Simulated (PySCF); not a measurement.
# C4H5NO: the cost of one run

Computed with PySCF 2.14.0, with density-fitted response routines of our own, on a single molecule in the gas phase. Atoms are numbered from 0 throughout.

## Step 1: The starting structure

11 atoms, charge 0, multiplicity 1; geometry from: GFN2-xTB.

Bonds of the start (Å): O0–C1 1.21, C1–N2 1.35, N2–C3 1.44, C3–C4 1.49, C4–C5 1.30, C5–C3 1.49, C1–H6 1.11, N2–H7 1.01, C3–H8 1.08, C4–H9 1.06, C5–H10 1.06.

## Step 2: Excited states and response: CAM-B3LYP/def2-SVPD

The job: settings as JSON, then the geometry in Å.

```
{"job": {"kind": "uv", "xc": "CAM-B3LYP", "basis": "def2-SVPD", "nstates": 8, "ntriplets": 3}, "charge": 0, "multiplicity": 1}
O     -2.044425    -0.934367    -1.300576
C     -1.941598    -0.163449    -0.379535
N     -0.788166     0.228262     0.192750
C      0.498892    -0.245921    -0.246974
C      1.696983     0.632394    -0.105960
C      1.617553    -0.362974     0.733743
H     -2.818479     0.312881     0.100518
H     -0.800769     0.880119     0.961811
H      0.373268    -0.933679    -1.073840
H      2.201913     1.494871    -0.466433
H      2.010253    -0.905465     1.558532
```

Method: TDDFT CAM-B3LYP/def2-SVPD, vertical, gas phase, core orbitals frozen in the response.

Command:

```console
$ OMP_NUM_THREADS=1 python probes_run.py task.json out
```

One launch serves the whole session: the jobs run in the order shown.

**Question.** How long does this first job take on 1 thread of Intel Xeon 6975P-C, shared host, and how much memory does it need?

About 13 s, with a peak of 0.72 GiB.
